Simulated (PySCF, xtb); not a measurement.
ethane cation (C₂H₆), SMILES CC (connectivity only; charge and spin as stated), charge +1, multiplicity 2.

Harmonic wavenumbers (cm⁻¹) from xtb with GFN2-xTB at its own minimum, in rising order: 275, 463, 702, 810, 824, 1105, 1172, 1177, 1252, 1277, 1355, 1420, 2685, 2702, 2794, 2814, 3033, 3046.

Task: What does PBE0-D3(BJ)/def2-TZVP (PySCF) give at its own minimum? (Estimate from the structure and the level; the computed values follow.)

Result: 273, 344, 403, 662, 768, 789, 1106, 1158, 1219, 1295, 1402, 1502, 2512, 2570, 2655, 2796, 3201, 3212. Paired by order, the mean absolute difference is 111 cm⁻¹ and the zero-point energies are 41.3 and 39.8 kcal/mol.
